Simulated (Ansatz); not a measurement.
`C#CSS` + `CC(O)F` → `C#COC(C)F` + `SS`  (substitution at a C–S bond)

Isolated molecules relaxed with PBE0-D4/def2-TZVP in Ansatz; ΔE leaves out vibrations. CCSD(T)/CBS adds triple-zeta CCSD(T) − MP2 to the extrapolated MP2 energy (def2 sets, frozen cores). This one scheme is used for every species. DFT in def2-TZVPP. B3LYP here is the variant with VWN-RPA as its local correlation; programs differ in this. Each species was taken in one conformer, which may not be the lowest.

```csv
level,ΔE (kcal/mol),difference from CCSD(T)/CBS
B3LYP-D4,16.7,-1.0
ωB97X-V,15.1,-2.6
ωB97M-V,16.0,-1.7
B2PLYP,17.4,-0.3
PBE0,16.4,-1.3
HF/def2-TZVPP,13.4,-4.3
MP2/def2-TZVPP,19.1,1.4
CCSD(T)/def2-TZVPP,17.0,-0.7
MP2/def2-QZVPP,19.5,1.8
SCS-MP2/def2-QZVPP,18.4,0.7
CCSD(T)/CBS,17.7,0
```

Largest T1 diagnostic among the species: 0.014.

In def2-TZVPP, CCSD(T) changes the Hartree–Fock value by +3.5 kcal/mol (the triples alone add +0.7 kcal/mol) and MP2 by +5.7 kcal/mol. From PBE to PBE0 (25 % exact exchange), in def2-TZVPP and without D4, ΔE moves by −0.8 kcal/mol.
